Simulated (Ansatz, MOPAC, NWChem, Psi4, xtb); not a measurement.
# BH2Cl (SMILES BCl): methods side by side

BH2Cl, singlet, SMILES `BCl`. Each level relaxes the structure for itself.

Each level gives the highest harmonic wavenumber at each level's own minimum (cm⁻¹). The values are calculated.

| level | kind | program | value (cm⁻¹) |
| --- | --- | --- | --- |
| PM6 | semi-empirical | MOPAC | 2948 |
| PM6-DH+ | semi-empirical | MOPAC | 2948 |
| PM7 | semi-empirical | MOPAC | 2653 |
| GFN1-xTB | semi-empirical | xtb | 2581 |
| BP86/def2-SVP | GGA | NWChem | 2654 |
| PBE/def2-SVP | GGA | NWChem | 2657 |
| PBE0-D4/def2-TZVP | global hybrid | Ansatz | 2727 |
| wB97/LANL2DZ (core potential) | range-separated hybrid | Ansatz | 2813 |
| wB97X-D/def2-SVP (density fitting) | range-separated hybrid | Psi4 | 2740 |

Harmonic and unscaled. The values span 2581 to 2948 cm⁻¹.
